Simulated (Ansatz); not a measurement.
**How methods differ on CH8Si2 (SMILES [SiH3]C[SiH3])**

The species is CH8Si2 (11 atoms), meant as a singlet with charge 0. As SMILES, `[SiH3]C[SiH3]`. The shape was relaxed beforehand at r2SCAN/def2-SVP.

```xyz
11

Si   -1.1738    1.0462   -0.3496
C    -0.2831   -0.6143   -0.3613
Si    1.3510   -0.6616    0.5758
H    -2.4539    0.9719   -1.1189
H    -0.3113    2.1004   -0.9655
H    -1.4871    1.4555    1.0535
H    -0.9569   -1.3798    0.0643
H    -0.0977   -0.9087   -1.4102
H     1.1330   -0.3166    2.0139
H     2.3095    0.3277   -0.0050
H     1.9702   -2.0207    0.5030
```

Quantity: the dissociation energy of the H7–C2 bond into doublet H and doublet CH7Si2 (shapes relaxed at r2SCAN/def2-SVP, no zero-point term), in eV. The values are calculated.

| level | kind | program | value (eV) | CPU time (all runs) |
| --- | --- | --- | --- | --- |
| HF/def2-SVP | Hartree–Fock | Ansatz | 3.43 | 1.5 s |
| SVWN5/def2-SVP | LDA | Ansatz | 4.96 | 1.7 s |
| BLYP/def2-SVP | GGA | Ansatz | 4.34 | 3.1 s |
| r2SCAN/def2-SVP | meta-GGA | Ansatz | 4.37 | 6.6 s |
| B3LYP/def2-SVP | global hybrid | Ansatz | 4.44 | 4.2 s |
| CAM-B3LYP/def2-SVP | range-separated hybrid | Ansatz | 4.49 | 4.5 s |
| wB97M-V/def2-SVP | range-separated hybrid | Ansatz | 4.62 | 15 s |
| B2PLYP/def2-SVP | double hybrid | Ansatz | 4.46 | 5.1 s |

The values span 3.43 to 4.96 eV. Hartree–Fock misses the correlation of the electron pair that is broken and comes out low. Measured bond enthalpies also hold zero-point and thermal terms, a few tenths of an eV less. CPU times are rough (shared hosts, several kinds of processor): they show what a rung costs within a factor of a few.
